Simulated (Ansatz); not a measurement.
Reaction (formal exchange of groups at a C–C bond): `FCCCl` + `COCF` → `FCOCCCl` + `CF`

Computed with Ansatz on PBE0-D4/def2-TZVP structures; ΔE is electronic, products minus reactants. CBS: MP2 limit from def2 TZ/QZ plus the TZ coupled-cluster correction, frozen cores. This one scheme is used for every species. Functionals use def2-TZVPP. B3LYP here is the variant with VWN-RPA as its local correlation; programs differ in this. One conformer a species, not always the lowest.

```tsv
level	ΔE (kJ/mol)	difference from CCSD(T)/CBS
PBE-D4	2.4	0.8
PBE0-D4	1.9	0.3
B3LYP-D4	1.4	-0.2
ωB97M-V	2.2	0.6
PBE	4.6	3.0
r2SCAN	3.7	2.1
B3LYP	4.7	3.1
HF/def2-TZVPP	4.6	3.0
MP2/def2-TZVPP	0.8	-0.8
SCS-MP2/def2-TZVPP	1.8	0.2
CCSD/def2-TZVPP	2.2	0.6
HF/def2-QZVPP	4.3	2.7
MP2/def2-QZVPP	0.6	-1.0
SCS-MP2/def2-QZVPP	1.7	0.1
HF/CBS(def2)	4.2	2.6
MP2/CBS(def2)	0.6	-1.0
CCSD(T)/CBS	1.6	0
```

Largest T1 diagnostic among the species: 0.011.

The D4 term adds −3.3 kJ/mol with B3LYP and −2.1 kJ/mol with PBE0; it sums over pairs of atoms, weighted by their polarisabilities, and B3LYP, whose exchange is more repulsive, gets the larger term.
